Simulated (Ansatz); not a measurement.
## AlGe, sextet: the ladder up to full CI

Geometry: that of the AlGe, quartet, kept fixed. The doublet lies 3.0 eV lower here.

```xyz
2

Ge    0.0000    0.0000    0.0000
Al    0.0000    0.0000    2.4669
```

Basis cc-pVDZ; Ansatz 0.2.0. Correlated methods freeze the noble-gas cores and the filled d shells of p-block atoms, which leaves 7 electrons in 26 orbitals. Prefix R: restricted or restricted open-shell reference; prefix U: unrestricted. Active spaces: valence = (7e, 8o) chosen from the atoms' valence shells. No spin–orbit coupling is included, and no scalar relativity.

Full CI is exact within this basis and frozen core; it isn't the basis-set limit. The frozen core follows each run's orbitals, which can shift R against U totals by a few meV for light atoms and by up to 0.1 eV past Ca.

For open shells CISD is restricted-active-space CI with the open shells as a complete middle space.

```
UHF ⟨S²⟩                          : 8.754
T1 diagnostic (RCCSD)             : 0.0302
largest doubles amplitude (RCCSD) : 0.074
```

```tsv
level	E − E(RHF) (eV)
RMP2	-1.7793
RCCSD	-2.2937
RCCSD(T)	-2.3749
```

**Question.** Estimate how far full CI in cc-pVDZ lies from RCCSD(T). The table doesn't fix it; the size of (T) and the diagnostics are the guide.

**Answer.** Full CI in cc-pVDZ lies 30 meV below RCCSD(T), which is 37 % of the (T) step (-81 meV). T1 is raised, and the rest is a large part of (T).

The other levels:

```csv
level,E − E(full CI) (meV),share of correlation (%),wall time
CISD,129,94.65,2.6 s
BCCD(T),30,98.74,4.5 s
RCCSDT,5,99.78,–
RCCSDT(Q),1,99.98,11 s
CASSCF (valence space),1749,27.26,–
NEVPT2 (valence space),505,78.99,4.1 s
NEVPT4(SD) (valence space),72,97.03,5 s
MRCISD (valence space),92,96.19,–
MRCISD+Q (valence space),-2,100.09,5.5 s
```

The correlation energy at full CI, counted from RHF, is -2.405 eV. That run took 2.7 min on 1 thread of Arm Neoverse N1, shared host over 1,496,572 determinants.

Run but not shown, since their state, orbitals or frozen core can't be matched to the reference's or they repeat it: UHF, UMP2, UCCSD, UCCSD(T), UCCSDT, UCCSDT(Q).

Times hold each run's SCF and search for its determinant on a shared host, so for small cases they say little of a method's own cost; they ran on 1 thread of Arm Neoverse N1.

The full-CI state has the irrep B2 of C2v, in the program's axes (one component, if the state is degenerate).

Natural occupations of full CI about the gap: 1.927 1.005 0.991 0.983 0.981 0.974 0.032 0.024 0.015 0.010; effectively unpaired electrons, Σ n²(2−n)², 5.03.
